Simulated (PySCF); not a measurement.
Geometries of 2 isomers of C3H6OS, from PBE0-D3(BJ)/def2-SVP geometry optimisation, gas phase (PySCF). One conformer each, no zero-point energy, no frequencies.

Question: Which isomer lies lower at this level?
A.
```xyz
11
angstrom
C      1.944    0.574    0.073
O      0.627    0.523    0.552
C     -0.156   -0.393   -0.076
C     -1.599   -0.126   -0.097
S     -0.831    0.006   -1.738
H      1.960    0.868   -0.992
H      2.483    1.325    0.665
H      2.455   -0.401    0.179
H      0.193   -1.435    0.001
H     -2.296   -0.959    0.046
H     -1.911    0.823    0.351
```
B.
```xyz
11
angstrom
C     -0.541   -1.297   -0.608
O     -1.093    0.001   -0.573
C     -0.465    1.019    0.016
C      0.871    0.741    0.638
S     -1.170    2.489    0.029
H     -1.264   -1.920   -1.150
H     -0.403   -1.711    0.403
H      0.421   -1.320   -1.144
H      0.791   -0.028    1.424
H      1.587    0.364   -0.112
H      1.265    1.662    1.077
```

Answer: B. That is `COC(C)=S`, 8.5 kcal/mol below the other.

```
     SMILES            atoms numbered as above      E (Eh)  relative (kcal/mol)  relative (kJ/mol)  dipole (D)
   COC(C)=S   [CH3:1][O:2][C:3]([CH3:4])=[S:5]  -590.69891                  0.0                0.0        4.69
CO[C@H]1CS1  [CH3:1][O:2][C@H:3]1[CH2:4][S:5]1  -590.68541                  8.5               35.4        1.62
```

As drawn, the lower has a C=S bond, which the higher lacks; the higher has a three-membered ring, which the lower lacks.
